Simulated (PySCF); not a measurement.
Four-centre ligand exchange

Start structure (SiH$_{4}$ClF, closed shell), relaxed at PBE0-D4/def2-TZVP:

```xyz
7
angstrom
Si -0.5342 -0.6807 0.4574
H 0.2550 -1.5883 -0.4009
H -1.1260 -1.4057 1.6026
H -1.5654 0.0442 -0.3128
Cl 0.7662 0.7303 1.2516
H 1.1578 1.4692 -0.8424
F 1.0592 1.4808 -1.7657
```

The step: SiH₃Cl ([SiH3][Cl]) + HF → SiH₂ClF ([F][SiH2][Cl]) + H₂; bonds formed: Si1–F7, H2–H6; bonds broken: Si1–H2, H6–F7. Program: PySCF 2.14 with density fitting (its default auxiliary sets; JK sets also for MP2 and CCSD(T)). Basis: def2-TZVPP and def2-QZVPP. Cores are frozen in the correlated methods. Extrapolation: Hartree–Fock as exp(−7.88 √X), correlation as X^−2.97. Energies below are by CCSD(T) at an estimated basis limit (MP2 extrapolated from triple and quadruple zeta, plus CCSD(T) − MP2 in triple zeta).

(1) What are the electronic barrier and the energy of the step, from the start structure to the end structure? (An estimate is asked for; the value comes from the calculation.)

The T1 diagnostic stays at or below 0.012.

Answers

(1) The calculation gives: Barrier 158.4 kJ/mol; step energy -106.7 kJ/mol (downhill); reverse barrier, their difference, 265.1 kJ/mol. Barrier and step energy count from the start structure, the reverse barrier from the end structure.

The saddle point: One imaginary mode of 1138i cm⁻¹.
```json
{"pair": "Si1–F7", "start (Å)": "3.49", "saddle (Å)": "1.93", "end (Å)": "1.59"}
{"pair": "H2–H6", "start (Å)": "3.22", "saddle (Å)": "1.00", "end (Å)": "0.75"}
{"pair": "Si1–H2", "start (Å)": "1.48", "saddle (Å)": "1.69", "end (Å)": "4.00"}
{"pair": "H6–F7", "start (Å)": "0.93", "saddle (Å)": "1.18", "end (Å)": "2.83"}
```

Zero-point energy (harmonic, PBE0-D4): ZPE is 98.7 kJ/mol at the start and 93.1 kJ/mol at the saddle, so the barrier goes from 158.4 to 152.8 kJ/mol.

Labels in which every atom is bracketed show which atoms are joined, not bond orders.

For scale, one of the runs: CCSD(T)/def2-TZVPP, 171 basis functions, launched by `OMP_NUM_THREADS=4 python run.py`. The run took 3.1 min on 4 CPU threads of an Arm Neoverse V1 (shared host), with 1.5 GiB of host memory at its peak.
